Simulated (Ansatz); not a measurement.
Start from `[SiH3][AlH][PH2]` and change one atom or group to get `[OH][AlH][SiH3]`.

Ansatz, PBE0-D4/def2-TZVP geometries, multiplicity 1. Each molecule was computed in one conformer, which needn't be the lowest.

```json
{"property": "HOMO–LUMO gap (PBE0/def2-TZVPP) / eV", "`[SiH3][AlH][PH2]`": "5.12"}
{"property": "LUMO energy (B3LYP/def2-TZVPP) / eV", "`[SiH3][AlH][PH2]`": "-2.17"}
{"property": "HOMO–LUMO gap (ωB97M-V/def2-TZVPP) / eV", "`[SiH3][AlH][PH2]`": "8.74"}
{"property": "LUMO energy (ωB97M-V/def2-TZVPP) / eV", "`[SiH3][AlH][PH2]`": "-0.36"}
{"property": "size of the dipole moment (PBE/def2-TZVPP) / D", "`[SiH3][AlH][PH2]`": "0.57"}
{"property": "size of the dipole moment (B3LYP/def2-TZVPP) / D", "`[SiH3][AlH][PH2]`": "0.57"}
```

Give the same properties after the change, and the shifts. (An estimate is asked.)

Computed: 
```tsv
property	`[OH][AlH][SiH3]`	shift
HOMO–LUMO gap (PBE0/def2-TZVPP) / eV	6.22	1.10
LUMO energy (B3LYP/def2-TZVPP) / eV	-1.57	0.60
HOMO–LUMO gap (ωB97M-V/def2-TZVPP) / eV	9.89	1.15
LUMO energy (ωB97M-V/def2-TZVPP) / eV	0.27	0.63
size of the dipole moment (PBE/def2-TZVPP) / D	1.32	0.75
size of the dipole moment (B3LYP/def2-TZVPP) / D	1.38	0.81
```

With PBE0 the HOMO falls by 0.47 eV and the LUMO rises by 0.63 eV, so the gap widens by about 1.10 eV. PBE moves the HOMO by -0.36 eV and ωB97M-V by -0.52 eV. The zero-point energy changes by -9.1 kJ/mol with -3 modes. Dipoles are sizes alone; their direction can turn.

B3LYP here is the variant with VWN-RPA as its local correlation; programs differ in this.
